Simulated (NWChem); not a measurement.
System: SiH$_{3}$, doublet; SMILES [SiH3]

The following NWChem deck was run.

```
start job
memory heap 200 mb stack 900 mb global 1100 mb
geometry units angstroms noautoz
  Si     0.000000     0.000000     0.155778
  H      0.389128     1.361534    -0.295000
  H      0.984558    -1.017762    -0.295000
  H     -1.373687    -0.343772    -0.295000
end
basis spherical
  * library 6-311g**
end
dft
  odft
  mult 2
  xc pbe0
  iterations 150
  mulliken
end
task dft energy
```

In the optimisation the excess spin sits in a (C3, its own frame). Geometry: optimised at PBE0-D3(BJ)/def2-TZVP, spin-unrestricted. No stability test was run on the SCF state.

Task: Predict the main results of this run. (PBE0/6-311G** (spherical d), spin-unrestricted.) Quantities: basis functions; energy (Ha); highest occupied level (eV); lowest empty minus highest occupied level, either spin (eV); dipole (D); <S²>.

Result: 
- number of basis functions: 44
- energy (Ha): -291.11
- highest occupied level (eV): -6.40
- lowest empty minus highest occupied level, either spin (eV): 3.85
- dipole (D): 0.15
- <S²>: 0.752
